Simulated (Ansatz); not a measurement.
# BO: the cost of one run

Computed with Ansatz 0.2.0 (the levels named in each step, unless a step's input says otherwise).

### Step 1. Starting point

Bond lengths: B1–O2 1.216 Å.

Structure file:

```xyz
2

B     0.0000    0.0000   -0.0155
O     0.0000    0.0000    1.2004
```

### Step 2. Relaxation, HF/STO-3G

Contents of input.yaml:

```yaml
crystal:
  periodic: [false, false, false]
  atoms:
    - { symbol: B, position_ang: [0.0, 0.0, -0.01549523] }
    - { symbol: O, position_ang: [0.0, 0.0, 1.20038523] }
magnetization:
  spin_polarized: true
  initial_magnetization: 1
basis:
  gaussian: { orbitals: STO-3G }
hamiltonian:
  xc: hf
relax:
  f_tol: 0.002
  max_steps: 150
```

Started as:

```
> ansatz run input.yaml --threads 1 --pin off --max-ram 2560MiB --backend cpu --events-out ev --progress --plain --runs-dir out
```

**Question.** How long does this run take on 1 thread of Intel Xeon at 2.50GHz (Skylake/Cascade Lake), shared host, and how much memory does it need?

About 1 s, with a peak of 0.082 GiB.
